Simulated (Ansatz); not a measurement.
For 2H-SiC, LDA in Ansatz (plane waves, PAW) gives:

- equilibrium lattice constant a: 3.056 Å
- c axis length: 5.016 Å
- cohesive energy: 7.40 eV/atom
- elastic constant C11: 522 GPa
- elastic constant C44: 155 GPa
- Voigt–Reuss–Hill shear modulus: 191 GPa
- formation enthalpy: -0.283 eV/atom

Q: What does LC-ωPBE in Ansatz (plane waves, PAW) give for the same quantities?

A: 
- lattice constant a: 3.053 Å (drops by 0.1 %)
- lattice parameter c: 5.006 Å (drops by 0.2 %)
- cohesive energy: 6.49 eV/atom (shrinks by 0.91 eV/atom)
- elastic constant C11: 573 GPa (increases by 9.8 %)
- elastic constant C44: 174 GPa (rises by 12 %)
- Voigt–Reuss–Hill shear modulus: 211 GPa (goes up by 10 %)
- formation enthalpy: -0.437 eV/atom (moves by -0.154 eV/atom)

For comparison: lattice constant a 3.076 Å (measured, room temperature, no zero-point or thermal correction; as tabulated in Paulus et al. (1997), arXiv:cond-mat/9701136); lattice parameter c 5.048 Å (measured, room temperature, not corrected to a static lattice; as tabulated in Paulus et al. (1997), arXiv:cond-mat/9701136).

Changes are worked out from the printed values.

Unless a cell is named, each level is at its own relaxed cell (LDA 10.14, LC-ωPBE 10.10 Å³/atom).

Ansatz's density-functional and Hartree–Fock values are scalar-relativistic unless marked +SOC, with PAW data made under PBE.

Ansatz is a program for electronic structure.
